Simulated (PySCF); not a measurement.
Species: nitric acid, HNO3.
Cartesian coordinates in Å at the PBE0-D3(BJ)/def2-SVP level; atoms count from 1:
```xyz
5
HNO3 angstrom
O      0.0051    0.7550   -1.0335
N     -0.0979   -0.2366   -0.3650
O     -0.3809   -1.3443   -0.6817
O      0.1478   -0.0770    0.9807
H      0.3578    0.8684    1.0647
```

Theory: core-valence-separated Tamm–Dancoff BHandHLYP/aug-pcX-1 (pcseg-1 on H) in PySCF, non-relativistic, gas phase, PBE0-D3(BJ)/def2-SVP geometry. BHandHLYP without relativity tends to put these K edges a few eV too low, so spacings mean more than positions.

The lowest roots of each edge with f over 0.003 (five at most, numbered afresh; weaker and dark ones are left out), with transition dipoles (au) in the frame of the coordinates:

| root | edge | E (eV) | f | μx | μy | μz |
| --- | --- | --- | --- | --- | --- | --- |
| 1 | N | 401.99 | 0.0838 | 0.0892 | -0.0188 | -0.0141 |
| 2 | N | 406.81 | 0.0669 | -0.0149 | -0.0110 | -0.0798 |
| 3 | N | 409.62 | 0.0088 | 0.0058 | 0.0064 | 0.0283 |
| 4 | N | 411.00 | 0.0046 | 0.0018 | -0.0068 | 0.0203 |
| 5 | N | 411.90 | 0.0038 | 0.0033 | 0.0188 | -0.0040 |
| 6 | O | 529.53 | 0.0437 | 0.0561 | -0.0118 | -0.0088 |
| 7 | O | 529.75 | 0.0391 | -0.0531 | 0.0112 | 0.0084 |
| 8 | O | 532.99 | 0.0679 | 0.0145 | 0.0182 | 0.0682 |
| 9 | O | 533.17 | 0.0115 | 0.0288 | -0.0059 | -0.0044 |
| 10 | O | 534.39 | 0.0232 | -0.0087 | -0.0411 | -0.0013 |

Q: What is the unit vector of the normal of the molecular plane, and which share of each root's |μ|² lies along it?

A: (0.97, -0.20, -0.15), up to sign.

```tsv
root	core hole on	share along it	final orbital under reflection in the plane
1	N2	1.00	odd
2	N2	0.00	even
3	N2	0.00	even
4	N2	0.00	even
5	N2	0.00	even
6	O3	1.00	odd
7	O1	1.00	odd
8	O4	0.00	even
9	O4	1.00	odd
10	O4	0.00	even
```

The 1s orbitals of atoms in the plane are even under the reflection, so light polarised along the normal reaches odd orbitals alone (the out-of-plane π set) and light polarised in the plane even ones.

Q: For fixed molecules, how does the intensity of root 1 change when the electric field is turned 20° away from the normal of the molecular plane?

A: Intensity goes as (E·μ)², and μ lies along that direction, so it falls to cos²20° = 0.88 of its maximum; it vanishes at 90°.

Q: Molecules are fixed in this frame and the field points along z. What effective strengths 3 f cos²θ do the roots have (θ between field and μ)?

A: root 1 (N2): 0.006, root 2 (N2): 0.190, root 3 (N2): 0.024, root 4 (N2): 0.012, root 5 (N2): 0.000, root 6 (O3): 0.003, root 7 (O1): 0.003, root 8 (O4): 0.182, root 9 (O4): 0.001, root 10 (O4): 0.000. Averaged over all orientations cos²θ is 1/3, which gives f back.

One conformer stands for the species.
